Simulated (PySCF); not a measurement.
C3H7OP.
InChI=1S/C3H7OP/c1-3-2-5(3)4/h3,5H,2H2,1H3/t3-/m1/s1

All values: PBE0/pcSseg-1 (PySCF, non-relativistic), on one gas-phase PBE0-D3(BJ)/def2-SVP geometry that isn't relaxed in the solvent. The solvent is an IEF-PCM continuum (van der Waals radii × 1.2). Specific hydrogen bonds and non-electrostatic terms are outside this model.

```tsv
medium	total energy (Eh)	HOMO (eV)	LUMO (eV)	dipole (D)
gas phase	-534.687757	-7.134	0.731	3.949
chloroform (ε = 4.711)	-534.697489	-7.120	0.845	4.823
```

Question: What is E(solvent) − E(gas) in chloroform, in kJ/mol?

Answer: -534.697489 − (-534.687757) = -0.009732 Eh = -25.55 kJ/mol.

Question: Scale it by Onsager's factor (ε − 1)/(2ε + 1) to acetone (ε = 20.49), and compare with the calculation.

Answer: The factor goes from 0.356 to 0.464, a ratio of 1.304, which gives -33.31 kJ/mol. The calculation gives -33.97 kJ/mol (total energy -534.700694 Eh), so the scaled value is 1.9 % too small in size.

Question: Scale the changes of the other columns the same way. What are the values in acetone?

Answer: 
```csv
quantity,scaled,computed,difference
HOMO (eV),-7.116,-7.123,+0.007
LUMO (eV),0.880,0.862,+0.018
dipole (D),5.088,5.134,-0.046
```

Question: How does each lowering split into the polarisation term (half the interaction with the induced surface charges) and the distortion of the solute's density?

Answer: chloroform: -29.51 + 3.96 kJ/mol, the distortion taking back 13 % of the polarisation term; acetone: -41.13 + 7.16 kJ/mol, the distortion taking back 17 % of the polarisation term.
